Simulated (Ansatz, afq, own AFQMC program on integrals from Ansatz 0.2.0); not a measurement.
AFQMC on a folder of integrals that Ansatz 0.2.0 wrote.

```yaml
crystal:
  periodic: [false, false, false]
  atoms:
    - {symbol: Si, position_ang: [0.000000, 0.000000, 1.109403]}
    - {symbol: Al, position_ang: [0.000000, 0.000000, -1.029533]}
    - {symbol: H, position_ang: [0.000000, 1.248057, -1.676574]}
    - {symbol: H, position_ang: [0.000000, -1.248057, -1.676574]}
basis:
  gaussian: {orbitals: cc-pVDZ}
magnetization: {spin_polarized: true, initial_magnetization: 3}
correlation: {method: ccsd_t, electrons: outside_noble_gas, hamiltonian_folder: ham}
```

```sh
$ ansatz run in.yaml --threads 1 --pin off --events-out ev --progress --plain --max-ram 1382MiB
```

Options of the walk:

```
--method phaseless --trial hf --walkers 120 --populations 1 --least-time 40 --time-step 0.005 --steps-per-block 20 --equilibration-blocks 112 --max-blocks 600 --target-error 0.00108 --factor-cut 1e-05 --start spin_pure --seed 9874 --taylor-order 6
```

Times are imaginary, in 1/Eh. The walk had a cap of 1002 s.

Output of the walk:

```
orbitals 36  electrons 6 3  factors 274 of 451
reference energy -531.88892183 Eh
CCSD correlation -0.14955502 Eh in 11 cycles, weight of the determinant in the CISD state 0.8882
energy of the start -531.888941 Eh
 block  time / (1/Eh)  mean weight  energy / Eh
     1     0.100  1.0007  -531.911763
     2     0.200  1.0007  -531.931219
     3     0.300  1.0017  -531.944585
     4     0.400  1.0014  -531.956157
     5     0.500  1.0006  -531.971789
     7     0.700  1.0007  -531.985836
     9     0.900  0.9998  -532.005188
    15     1.500  0.9988  -532.031739
    43     4.300  1.0001  -532.023263
    71     7.100  1.0001  -532.046475
    99     9.900  0.9984  -532.048634
   127    12.700  1.0001  -532.043565
   155    15.500  0.9990  -532.041109
   183    18.300  0.9989  -532.047248
   211    21.100  1.0000  -532.035693
   239    23.900  0.9982  -532.019075
   267    26.700  0.9994  -532.044318
   295    29.500  0.9999  -532.049972
   323    32.300  1.0003  -532.041501
   351    35.100  1.0011  -532.047628
   379    37.900  1.0007  -532.055628
   407    40.700  1.0000  -532.036601
   435    43.500  0.9998  -532.029751
   449    44.900  0.9996  -532.068876
   463    46.300  0.9999  -532.042868
   491    49.100  0.9989  -532.056283
   519    51.900  0.9997  -532.046650
   547    54.700  0.9997  -532.044705
   561    56.100  0.9997  -532.039884
blocks merged  error / Eh  count
     1  0.000438  450
     2  0.000582  225
     4  0.000772  112
     8  0.000977  56
    16  0.001080  28
    32  0.001246  14
energy -532.044320 +/- 0.001080 Eh
(rows thinned)
```

The run passed its tests (sampling time, drift between the halves within three errors, error under three times the target), which doesn't prove that it has relaxed. The second half of the sampling lies below the first by 2.6 errors of their difference, so the energy may still be moving and its error bar be too small.

Against this walk (error 29.4 meV) on the same determinant: CCSD(T) 57.9 meV higher (within the noise), CCSDT(Q) 25.0 meV higher (within the noise). The error is statistical and leaves out the bias of the constraint.

Cautions: constraint bias not in the error; lower spins were not checked.

The walk took 3.3 min on 1 thread of Arm Neoverse V1 (shared host). The log's last line is the phaseless energy.

CCSDT and higher add their correlation energy to the determinant of the CCSD(T) run, since their own runs factorise the integrals more tightly (a shift of under 2 meV). A walk keeps the symmetry of its determinant, which the program's search chose and which needn't be the lowest solution, so a lower state of the same spin and another symmetry isn't excluded.
